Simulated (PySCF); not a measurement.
# SiO+: bond curves at several levels of theory

What are the lowest state that PBE0 finds, the bond length, vibrational wavenumber and bond energy of SiO+, and how much do these hang on the method?

The runs use PySCF 2.14.0; Si def2-TZVPPD, O def2-TZVPPD, no relativity.

## Step 1: Set-up

A driver script around PySCF takes these settings:

| Property | Result |
| --- | --- |
| atoms | Si, O |
| charge | 1 |
| basis | Si def2-TZVPPD, O def2-TZVPPD |
| Hamiltonian | no relativity |
| basis functions | 88 |
| electrons treated | 21 |
| masses in u | 27.9769, 15.9949 |
| levels | PBE0, PBE, r²SCAN, M06-L, revPBE, M06, PW91, BLYP, HSE06, HF, MP2, SCS-MP2, CCSD, CCSD(T) |
| grid | 80 radial by 434 angular points |
| occupations | held fixed by the projection of orbital angular momentum |
| dissociation limit | Si+ + O, each in its ground configuration |
| starting distance in angstrom | 1.815 |
| values of 2S to try | 1, 3 |

Started as:

```sh
> OMP_NUM_THREADS=2 python dia.py task.json out
```

After this run come: First curve: PBE0; Other states along the same grid; PBE; r²SCAN (meta-GGA); M06-L (meta-GGA); revPBE; M06; PW91; BLYP; HSE06; UHF (mean field); Adding correlation.

**Question.** What will these runs give? Wanted: for each run, Re; ωe; De; μ.

The runs gave:

Lowest PBE0 solution found, without spin–orbit coupling: ²Σ⁺ (doublet), unpaired electrons σ ↑. State 2 has its PBE0 minimum 0.16 eV higher. State 3 has its PBE0 minimum 3.78 eV higher. The other levels ran on the lowest alone.

```tsv
level	Re (Å)	ωe (cm⁻¹)	De (eV)	μ (D)
UHF-CCSD	1.527	1146	4.26	n/a
UHF-CCSD(T)	1.532	1132	4.56	n/a
PBE	1.528	1147	5.39	-4.34
revPBE	1.533	1135	5.08	-4.34
PW91	1.526	1150	5.42	-4.35
BLYP	1.534	1124	5.19	-4.33
r²SCAN	1.517	1174	5.11	-4.44
M06-L	1.517	1161	4.97	-4.22
PBE0	1.516	1158	4.71	-4.43
M06	1.511	1166	4.78	-4.46
HSE06	1.517	1153	4.69	-4.41
```

De is counted to Si+ + O in their ground configurations. A positive dipole points from Si to O; in an ion it is taken about the centre of mass and does not tell which atom is negative. No constants: UHF (the points don't follow one smooth fit); UHF-MP2 (the points don't follow one smooth fit); UHF-SCS-MP2 (the points don't follow one smooth fit).

In words: Bond lengths run from 1.511 Å (M06) to 1.534 Å (BLYP). Among the levels with a De in the table, it runs from 4.26 eV (UHF-CCSD) to 5.42 eV (PW91).

Correlated steps freeze 6 core orbitals. T1 is 0.077 near the minimum (highest on the curve 0.079), which may point to more than one leading configuration.
